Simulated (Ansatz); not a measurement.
Take a crystal in which Mg has been replaced by Cd on all its sites, with the cell rescaled by a rough guess (in some cases also distorted within its space group) and nothing relaxed:

```cif
data_structure
_symmetry_space_group_name_H-M 'P 1'
_symmetry_Int_Tables_number 1
_cell_length_a 5.1974
_cell_length_b 5.1974
_cell_length_c 5.1974
_cell_angle_alpha 132.257
_cell_angle_beta 132.257
_cell_angle_gamma 69.823
_cell_volume 75.42
loop_
_atom_site_label
_atom_site_type_symbol
_atom_site_fract_x
_atom_site_fract_y
_atom_site_fract_z
_atom_site_occupancy
Cd1 Cd 0.50000 0.50000 0.00000 1
Cd2 Cd 0.25000 0.75000 0.50000 1
Cd3 Cd 0.75000 0.25000 0.50000 1
Zn1 Zn 0.00000 0.00000 0.00000 1
```

Method: Ansatz 0.2.0, DFT PBEsol, scalar-relativistic, plane waves, PAW.

Cutoff 420 eV; k points 14×14×14 on the computed 4-atom cell (Γ-centred); Gaussian smearing, width 0.10 eV; no spin polarisation.

(1) Will this cell want to expand or contract, and how hard?

(2) Is it a metal on this mesh?

(3) What is its energy against the elements in their standard states?

## Answers

(1) The pressure is 1.9 GPa (positive in compression), so the cell would expand.

(2) Yes, a band crosses the Fermi level.

(3) +0.065 eV/atom at this unrelaxed geometry, with the elements in the same functional.